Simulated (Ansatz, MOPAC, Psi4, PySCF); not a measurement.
Molecule: HO (charge 0, doublet). SMILES: [OH]
Coordinates optimised at B3LYP-D3(BJ)/def2-TZVP (Ansatz, a first-principles code):
```
O
H 1 0.9767
```
Charge 0, spin multiplicity 2.

Quantity: enthalpy of formation at 298 K, in kcal/mol. Conventions: PM7 with its own dispersion and hydrogen-bond terms; frozen cores in correlated levels; 6-311+G** with 5d; UHF or UKS for open shells; six Cartesian d functions in 6-31G* and its kin unless marked 5d; non-relativistic; spin-orbit terms left out. CBS(X,Y): correlation extrapolated as X^-3; Hartree-Fock from the larger set (for Q and 5 zeta extrapolated as (X+1)exp(-9√X)). First-principles rows: single points at B3LYP-D3(BJ) geometries (Ansatz), with unscaled harmonic terms from B3LYP/6-31G* at its own minima, enthalpies of formation by atomisation with measured atoms. Semi-empirical rows: MOPAC heats of formation at their own minima for 298 K.

Measured values: G2/97 table in ASE (Curtiss et al.), the entry of HO doubted and unchecked; they hold spin-orbit and core effects, anharmonicity. 

Value to compare with, the measured value: 9.4 kcal/mol.

| level | program | enthalpy of formation at 298 K (kcal/mol) | error |
|---|---|---|---|
| PM3 | MOPAC | 2.8 | -6.6 |
| PM7 | MOPAC | 7.3 | -2.1 |
| PBE/def2-SVP | Ansatz | 10.4 | 1.0 |
| B3LYP/6-31G | Ansatz | 22.0 | 12.6 |
| B3LYP/6-31G* | Ansatz | 13.9 | 4.5 |
| wB97X-D/6-311+G** | Psi4 | 10.3 | 0.9 |
| B3PW91/6-31G* (5d) | PySCF | 15.3 | 5.9 |
| wB97M-V/def2-TZVPD | Ansatz | 9.0 | -0.4 |
| wB97X-V/def2-TZVPD | Ansatz | 9.4 | 0.0 |
| CCSD(T)/CBS(cc-pVQZ,cc-pV5Z) | Ansatz | 8.8 | -0.6 |

Among the 7 habitual levels, B3LYP/6-31G lies farthest from the measured value (12.6 kcal/mol); 5 of 7 lie above it, and their mean absolute error is 4.8 kcal/mol, the median 4.5. One case shows no general order.

The levels are drawn from those run, B3LYP/6-31G* more often than the rest, none by its result; runs whose electronic state is in doubt are left out.
